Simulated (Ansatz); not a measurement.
Density of states of ZrV2 (Fd-3m, a = 7.257 Å, b = 7.257 Å, c = 7.257 Å, α = 90.00°, β = 90.00°, γ = 90.00°), in states per eV and primitive cell, averaged over bins of 0.4 eV. The calculation used Ansatz 0.2.0, DFT PBEsol, scalar-relativistic, plane waves, PAW.

Settings: cutoff 420 eV, Γ-centred mesh 8×8×8 on the computed 6-atom cell, Gaussian smearing of 0.10 eV; no spin polarisation.

The cell is relaxed at this level. The states (both spins) are summed by tetrahedra on a 12×12×12 mesh at the self-consistent density. Energies are bin centres; the table starts no lower than −8 eV and ends at 6 eV, or lower where the solved bands end.

It is a metal at this level.

```
E − E_F (eV) total V 3d Zr 4d V 4s Zr 5s
       -5.85   0.15   0.00   0.00  0.08   0.05
       -5.45   0.34   0.00   0.00  0.18   0.12
       -5.05   0.49   0.01   0.01  0.27   0.16
       -4.65   0.65   0.02   0.02  0.36   0.20
       -4.25   0.86   0.05   0.04  0.48   0.23
       -3.85   1.25   0.12   0.10  0.71   0.24
       -3.45   1.51   0.18   0.25  0.75   0.25
       -3.05   4.02   1.29   1.00  1.05   0.56
       -2.65   5.86   2.71   1.59  0.59   0.84
       -2.25   6.10   3.10   1.81  0.54   0.52
       -1.85   4.07   2.43   1.01  0.42   0.11
       -1.45   4.77   3.55   0.76  0.28   0.05
       -1.05   9.85   7.10   2.00  0.37   0.08
       -0.65  15.16  10.14   4.21  0.22   0.17
       -0.25  13.28   8.32   3.30  0.69   0.29
        0.15   9.61   5.69   2.01  0.76   0.13
        0.55   2.45   1.69   0.42  0.15   0.01
        0.95   3.33   2.34   0.59  0.18   0.02
        1.35   6.56   4.48   1.63  0.15   0.05
        1.75  10.16   6.99   2.55  0.13   0.14
        2.15   5.72   4.09   1.29  0.05   0.12
        2.55  10.58   8.50   1.59  0.09   0.12
        2.95   9.23   6.80   1.99  0.12   0.12
        3.35   5.11   3.39   1.44  0.07   0.09
```

The columns after the total are the main Löwdin projections on the occupied valence shells of the potentials; 4 others are left out. The rest of the total lies in those, in shells that are empty in the free atom, which aren't projected, and between the atoms.

A ferromagnetic start lost its moments in a first run, so spin was left out; other magnetic orders weren't tried.

Cost: 1 run of about 0.86 core-minutes, on Arm Neoverse V2 (shared hosts).